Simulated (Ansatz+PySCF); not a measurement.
Two shapes of doublet H₂O₂(+).

Shape 1:

```xyz
4

O     0.0000    0.4196    0.5018
O     0.0000   -0.4196   -0.5018
H     0.0000   -0.1602    1.3145
H     0.0000    0.1602   -1.3145
```

Shape 2:

```xyz
4

O     0.0000    0.4196    0.5018
O     0.0000   -0.4196   -0.5018
H     0.0000   -0.1311    1.2738
H     0.0000    0.1311   -1.2738
```

Basis set: cc-pVTZ (spherical functions). Correlated methods keep 2 orbitals frozen. Correlation on ROHF uses semicanonical orbitals with singles. Charge 1, multiplicity 2.

Computed with Ansatz (development build ahead of 0.2.0) and PySCF 2.14.0; the reference of a correlated method needn't be the lowest determinant of its kind.

(1) Which shape is lower in energy, and by how much in each method?

Results:

(1)

```tsv
method	E(2) − E(1) (eV)
ROHF	-0.008
UHF	-0.005
UHF-CCSD	0.081
ROHF-CCSD(T)	0.093
UHF-CCSD(T)	0.093
```

The methods disagree on the order. Caution for ROHF: the determinant breaks the point group. Caution for ROHF-CCSD(T): the determinant is a saddle point.
